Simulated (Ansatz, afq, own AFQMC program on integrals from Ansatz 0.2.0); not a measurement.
## AFQMC, coupled cluster and functionals along a coordinate of BNH, quartet

```yaml
atoms:
  - { symbol: B, position_ang: [0.0000, 0.0798, 0.8638] }
  - { symbol: N, position_ang: [0.0000, -0.1176, -0.5879] }
  - { symbol: H, position_ang: [0.0000, 0.7790, -1.0947] }
```

The B1–N2 distance is changed with both sides rigid. Energies in kcal/mol count from this geometry (1.465 Å) at the same level; the start stands on UHF, each point on the determinant named.

Basis cc-pVDZ. Noble-gas cores (and the filled d shells of Ga–Kr and In–Xe) are frozen. Ansatz 0.2.0 and our own AFQMC program on the same integrals; the CISD trial comes from CCSD amplitudes, and released means the phaseless constraint is let go. Error bars are statistical, one sigma.

Cautions, each for one point or more: lower spins were not checked; the determinant is a saddle point among determinants of its kind; the ph-AFQMC/CISD walk drifts between its halves; unrestricted determinant spin contaminated.

| r(B1–N2) / Å | det. | T1 | weight | ⟨S²⟩ | r2SCAN | B2PLYP | CCSD(T) |
| --- | --- | --- | --- | --- | --- | --- | --- |
| 1.340 | UHF | 0.019 | 0.92 | 3.76 | 8.0 | 8.2 | 9.5 |
| 2.001 | UHF | 0.031 | 0.88 | 3.85 | 31.4 | 29.4 | 24.6 |
| 2.732 | UHF | 0.011 | 0.89 | 3.77 | 50.3 | 40.0 | 31.2 |
| 3.956 | UHF | 0.010 | 0.90 | 3.77 | 54.1 | 42.1 | 32.4 |

Estimate the curve of CCSDT(Q), counted from the same start.


```tsv
r(B1–N2) / Å	det.	T1	weight	⟨S²⟩	CCSDT(Q)	ph-AFQMC/CISD	released AFQMC
1.340	UHF	0.019	0.92	3.76	9.6	9.2 ± 0.3	–
2.001	UHF	0.031	0.88	3.85	24.3	24.3 ± 0.3	24.0 ± 0.5*
2.732	UHF	0.011	0.89	3.77	31.5	31.2 ± 0.3	–
3.956	UHF	0.010	0.90	3.77	32.8	32.1 ± 0.3	33.1 ± 0.5
```

Weight is that of the determinant in the CISD state; at the start T1 is 0.023 and the weight 0.92, and ⟨S²⟩ is 3.76. An asterisk marks released energies that aren't shown to be converged. A dash marks a missing value, a released energy that hasn't settled or a functional that sits on another state. Largest departures from CCSDT(Q), at the points where its series has closed: CCSD(T) -0.4 kcal/mol at 3.956 (on UHF), ph-AFQMC/CISD -0.8 kcal/mol at 3.956 (on UHF), r2SCAN 21.3 kcal/mol at 3.956, B2PLYP 9.3 kcal/mol at 3.956. Functionals count only at points shown to share the start's state and spin. In this small basis the wave-function levels are far from their limit, so their gap to the functionals isn't the functionals' error. In total energy ph-AFQMC/CISD lies 31 ± 10 meV above CCSDT(Q) at the start, so its agreement along the curve rests in part on cancellation.

A walk keeps the symmetry of its determinant, which the program's search chose and which needn't be the lowest solution, so a lower state of the same spin and another symmetry isn't excluded.
